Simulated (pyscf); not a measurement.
Structures and frequencies: ωB97X-D3(BJ)/def2-SVP in PySCF.

PBE/def2-TZVP puts the barrier of `[ClH]` + `[CH2][CH2][Cl]` [doublet] → `[Cl][CH2][CH2][Cl]` + `[H]` [doublet] (atom transfer; doublet surface; Cl–H broken, C–Cl formed) at 22.1 kcal/mol and the reaction energy at +19.0 kcal/mol, from the separated reactants. What do r²SCAN/def2-TZVP, M06-2X/def2-TZVP, ωB97M-D3(BJ)/def2-TZVP give on the same structures?

r²SCAN: ΔE‡ = 25.1 kcal/mol, ΔE = +23.0 kcal/mol; M06-2X: ΔE‡ = 29.0 kcal/mol, ΔE = +18.1 kcal/mol; ωB97M-D3(BJ): ΔE‡ = 30.8 kcal/mol, ΔE = +19.5 kcal/mol. PBE's barrier lies under all of them, by 2.9 to 8.7 kcal/mol. Its reaction energy lies among theirs. One saddle was located; it need not be the lowest between these sides. The angle at the transferred Cl is 179°.
